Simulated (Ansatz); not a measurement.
A Ti7Cu5Ni4Ag4 cell: a random packing after short dynamics, relaxed.

```
CELL_PARAMETERS angstrom
6.91580 -0.05614 0.04442
-0.04222 6.26483 -0.07000
0.04587 -0.08473 6.75061
ATOMIC_POSITIONS crystal
Ti 0.67128 0.15618 0.98974
Ti 0.95515 0.87649 0.88232
Ti 0.31869 0.89336 0.12822
Ti 0.02110 0.60378 0.22485
Ti 0.23482 0.65863 0.75983
Ti 0.27944 0.11538 0.78629
Ti 0.84163 0.17555 0.58851
Cu 0.59093 0.86227 0.69269
Cu 0.67895 0.41834 0.32397
Cu 0.46417 0.10119 0.43450
Cu 0.54441 0.41251 0.67029
Cu 0.00840 0.15177 0.18860
Ni 0.98489 0.36244 0.87815
Ni 0.40726 0.68161 0.41300
Ni 0.88345 0.60698 0.59694
Ni 0.11148 0.91737 0.48846
Ag 0.65447 0.61632 0.98214
Ag 0.74019 0.87089 0.30648
Ag 0.33791 0.38542 0.10076
Ag 0.18568 0.34969 0.48281
```

Computed with DFT PBE, scalar-relativistic, plane waves, PAW in Ansatz 0.2.0.

Cutoff 420 eV; k points 5×5×5 on the computed 20-atom cell (Γ-centred); Gaussian smearing, width 0.10 eV; no spin polarisation.

**Question.** Describe its local order.

**Answer.** Counting as bonded all pairs within 1.3 times the summed covalent radii:

```csv
atom → neighbour,mean count,mean length (Å),spread (Å)
Ag → Ag,1.50,2.75,0.02
Ag → Cu,4.00,2.84,0.32
Ag → Ni,3.00,2.87,0.19
Ag → Ti,5.50,2.96,0.29
Cu → Ag,3.20,2.84,0.32
Cu → Cu,2.40,2.66,0.18
Cu → Ni,2.00,2.62,0.06
Cu → Ti,4.80,2.85,0.25
Ni → Ag,3.00,2.87,0.19
Ni → Cu,2.50,2.62,0.06
Ni → Ni,1.50,2.58,0.01
Ni → Ti,5.25,2.76,0.26
Ti → Ag,3.14,2.96,0.29
Ti → Cu,3.43,2.85,0.25
Ti → Ni,3.00,2.76,0.26
Ti → Ti,5.71,3.17,0.46
```

Angles between all pairs of such bonds at an atom (mean ± spread): 96 ± 35° at Ag, 97 ± 34° at Cu, 97 ± 34° at Ni, 96 ± 36° at Ti.

**Question.** Does it have a gap?

**Answer.** It has no gap on the mesh. Levels at Γ next to the Fermi level (eV from it): -0.64, -0.53, -0.44, -0.30, -0.22, -0.09, 0.09, 0.17, 0.40, 0.47, 0.51, 0.61. It lies 0.02 eV/atom below the elements' standard states (static lattices, no corrections for gases).

Spin polarisation was left out, and a magnetic state may lie lower.

Cost: 2 runs of about 28 core-minutes in all (earlier runs that led there not counted), on Arm Neoverse V1 (shared hosts).